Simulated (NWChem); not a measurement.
System: chlorine (Cl$_{2}$); SMILES ClCl

The following NWChem deck was run.

```
start job
memory heap 200 mb stack 900 mb global 1100 mb
geometry units angstroms noautoz
  Cl     0.000000     0.000000     1.012769
  Cl     0.000000     0.000000    -1.012769
end
basis spherical
  * library aug-cc-pvtz
end
dft
  xc b3lyp
  iterations 150
  mulliken
end
task dft energy
```

Parts of the log:

```
             Northwest Computational Chemistry Package (NWChem) 7.3.0
             --------------------------------------------------------

 ORDER OF PRIMARY AXIS IS BEING SET TO 4
 D4H symmetry detected

                             Geometry "geometry" -> ""
                             -------------------------

 Output coordinates in angstroms (scale by  1.889725989 to convert to a.u.)

  No.       Tag          Charge          X              Y              Z
 ---- ---------------- ---------- -------------- -------------- --------------
    1 Cl                  17.0000     0.00000000     0.00000000     1.01276900
    2 Cl                  17.0000     0.00000000     0.00000000    -1.01276900

 Effective nuclear repulsion energy (a.u.)      75.5020270965

      Symmetry information
      --------------------

 Group name             D4h
 Group number             28
 Group order              16
 No. of unique centers     1

                                 NWChem DFT Module
                                 -----------------

 Summary of "ao basis" -> "ao basis" (spherical)
 ------------------------------------------------------------------------------
       Tag                 Description            Shells   Functions and Types
 ---------------- ------------------------------  ------  ---------------------
 Cl                       aug-cc-pvtz               16       50   6s5p3d2f

      Symmetry analysis of basis
      --------------------------

        a1g        16
        a1u         0
        a2g         0
        a2u        16
        b1g         5
        b1u         5
        b2g         5
        b2u         5
        eg         24
        eu         24

            General Information
            -------------------
          SCF calculation type: DFT
          Wavefunction type:  closed shell.
          No. of atoms     :     2
          No. of electrons :    34
           Alpha electrons :    17
            Beta electrons :    17
          Charge           :     0
          Spin multiplicity:     1
          Use of symmetry is: on ; symmetry adaption is: on
          Maximum number of iterations: 150
          AO basis - number of functions:   100
                     number of shells:    32
          Convergence on energy requested:  1.00D-06
          Convergence on density requested:  1.00D-05
          Convergence on gradient requested:  5.00D-04

              XC Information
              --------------
                         B3LYP Method XC Potential
                     Hartree-Fock (Exact) Exchange  0.200
                        Slater Exchange Functional  0.800 local
                    Becke 1988 Exchange Functional  0.720 non-local
              Lee-Yang-Parr Correlation Functional  0.810
                  VWN I RPA Correlation Functional  0.190 local

             Grid Information
             ----------------
          Grid used for XC integration:  medium
          Radial quadrature: Mura-Knowles
          Angular quadrature: Lebedev.
          Tag              B.-S. Rad. Rad. Pts. Rad. Cut. Ang. Pts.
          ---              ---------- --------- --------- ---------
          Cl                  1.00       88          11.0       590
          Grid pruning is: on
          Number of quadrature shells:    88
          Spatial weights used:  Erf1

      Superposition of Atomic Density Guess
      -------------------------------------

 Sum of atomic energies:        -918.97322268

      Non-variational initial energy
      ------------------------------

 Total energy =    -919.061480
 1-e energy   =   -1420.608548
 2-e energy   =     426.045041
 HOMO         =      -0.354479
 LUMO         =      -0.127483

      Symmetry analysis of molecular orbitals - initial
      -------------------------------------------------

 !! scf_movecs_sym_adapt:   20 vectors were symmetry contaminated

  Symmetry fudging

 !! scf_movecs_sym_adapt:   18 vectors were symmetry contaminated

  Numbering of irreducible representations:

     1 a1g         2 a1u         3 a2g         4 a2u         5 b1g
     6 b1u         7 b2g         8 b2u         9 eg         10 eu

  Orbital symmetries:

     1 a2u         2 a1g         3 a1g         4 a2u         5 a1g
     6 a2u         7 eu          8 eu          9 eg         10 eg
    11 a1g        12 a2u        13 a1g        14 eu         15 eu
    16 eg         17 eg         18 a2u        19 a2u        20 eu
    21 eu         22 a1g        23 a1g        24 eg         25 eg
    26 a2u        27 b1g

     ---------------------------------------------
      Total Density - Mulliken Population Analysis
     ---------------------------------------------

    Atom       Charge   Shell Charges
 -----------   ------   -------------------------------------------------------
    1 Cl  17    17.00   2.00  1.88  1.19  0.20  0.68  0.01  5.82  2.80  1.02  1.33  0.02  0.01  0.04  0.00  0.00  0.01
    2 Cl  17    17.00   2.00  1.88  1.19  0.20  0.68  0.01  5.82  2.80  1.02  1.33  0.02  0.01  0.04  0.00  0.00  0.01

   convergence    iter        energy       DeltaE   RMS-Dens  Diis-err
 ---------------- ----- ----------------- --------- --------- ---------
 d= 0,ls=0.0,diis     1   -920.4075725205 -9.96D+02  3.94D-03  5.68D-01
 d= 0,ls=0.0,diis     2   -920.4193745589 -1.18D-02  2.29D-03  1.36D-01
 d= 0,ls=0.0,diis     3   -920.4316784714 -1.23D-02  7.60D-04  4.03D-02
 d= 0,ls=0.0,diis     4   -920.4367312836 -5.05D-03  6.97D-05  1.05D-04
 d= 0,ls=0.0,diis     5   -920.4367431994 -1.19D-05  1.20D-05  6.99D-06
 d= 0,ls=0.0,diis     6   -920.4367437578 -5.58D-07  4.83D-07  6.98D-09

         Total DFT energy =     -920.436743757838
      One electron energy =    -1420.395935430166
           Coulomb energy =      480.909287889808
    Exchange-Corr. energy =      -56.452123313941
 Nuclear repulsion energy =       75.502027096462

 Numeric. integr. density =       34.000000020789

[...]
```

Level: B3LYP/aug-cc-pVTZ. Structure relaxed at the PBE0/def2-SVP level.
